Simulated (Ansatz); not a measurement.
# ClH2SSi: composite energy at a relaxed geometry in Python

Aim: a composite energy at a relaxed geometry, for ClH2SSi, run from a script. SMILES: S[SiH]Cl.

Computed with the Python package of Ansatz 0.2.0. The levels of theory stand in the script.

### 1 Starting point

Bond lengths: S1–Si2 2.092 Å, Si2–Cl3 2.036 Å, S1–H4 1.285 Å, Si2–H5 1.480 Å. Angles: S1–Si2–Cl3 108.5°, S1–Si2–H5 106.7°, Cl3–Si2–H5 108.1°, Si2–S1–H4 96.9°.

The script holds or builds the structure itself.

### 2 Script

clh2ssi.py

```python
"""Relax ClH2SSi cheaply, then refine its energy."""

import itertools
import warnings

import ansatz
from ase.data import atomic_numbers, covalent_radii
import numpy as np

GEOMETRY = """
S    -1.44190    0.13650   -0.24670
Si    0.64830    0.14600   -0.34130
Cl    1.33050    1.80400    0.62310
H    -1.60140   -1.11610   -0.48230
H     1.11440   -1.04390    0.40580
"""

warnings.simplefilter("ignore", ansatz.DeckWarning)

mol = ansatz.Crystal.molecule()
for line in GEOMETRY.strip().splitlines():
    symbol, *xyz = line.split()
    mol = mol.atom(symbol, [float(v) for v in xyz])

model = (
    mol.calculation()
    .basis(gaussian="def2-SVP")
    .functional("pbe0")
    .spin("collinear", total=1)
)
symbols = [site.symbol for site in mol.cartesian_sites]
start = np.array([site.position_ang for site in mol.cartesian_sites], dtype=float)
r = model.relax(force_tolerance=0.01).run().report
end = np.array(r["positions_ang"])
# pairs closer than 1.2 times the sum of covalent radii, before or after
radius = [covalent_radii[atomic_numbers[s]] for s in symbols]
span = lambda where, i, j: np.linalg.norm(where[i] - where[j])
bonded = [(i, j) for i, j in itertools.combinations(range(len(symbols)), 2) if min(span(start, i, j), span(end, i, j)) < 1.2 * (radius[i] + radius[j])]
print("pair        before    after (A)")
for i, j in bonded:
    print(f"{symbols[i]}{i}-{symbols[j]}{j}".ljust(10), f"{span(start, i, j):8.4f} {span(end, i, j):8.4f}")

minimum = ansatz.Crystal.molecule()
for symbol, place in zip(symbols, end):
    minimum = minimum.atom(symbol, place.tolist())
at_minimum = minimum.calculation().spin("collinear", total=1)
# MP2 extrapolated to the basis limit, plus the small-basis difference CCSD(T) - MP2
level = lambda method, basis: at_minimum.basis(gaussian=basis).correlation(method).run().report
small, large, cluster = level("mp2", "cc-pVDZ"), level("mp2", "cc-pVTZ"), level("ccsd_t", "cc-pVDZ")
corr = lambda each: (each["free_energy_ev"] - each["reference_energy_ev"]) / 27.211386246
mp2_limit = (27 * corr(large) - 8 * corr(small)) / 19
pieces = {"HF / cc-pVTZ": large["reference_energy_ev"] / 27.211386246, "MP2 correlation, DZ-TZ limit": mp2_limit, "CCSD(T) - MP2 / cc-pVDZ": corr(cluster) - corr(small)}
for name, value in pieces.items():
    print(f"{name:32s} {value:14.6f} Ha")
print(f"{'sum':32s} {sum(pieces.values()):14.6f} Ha")
print("T1 diagnostic", round(cluster["correlation"]["coupled_cluster"]["t1_diagnostic"], 4))
```

### 3 Launch

The run is started by

```bash
$ python clh2ssi.py
```

Without the output at hand: what should come out? Wanted: T1 diagnostic; composite energy.

As calculated:

```
        quantity            value
   T1 diagnostic           0.0142
composite energy  -1147.786821 Ha
   runs compared                3
```

**Reading.** The dearest, run 3, took some 4.2 times as long as run 1. A T1 diagnostic under about 0.02 supports a single-reference treatment, as here. Run 0: After 8 moves the largest shift is 0.193 Å, of atom 4 (H). The sum leaves out core correlation, relativity, the Hartree-Fock basis error and zero-point energy; a DZ-TZ extrapolation is rough. The run takes the species as open-shell (spin multiplicity 2), which needn't be its ground state. Inner cores stay frozen, so this is valence correlation. For Al to Cl the sets with a tight d function, cc-pV(X+d)Z, are usual. An extrapolation from small basis sets is rough.
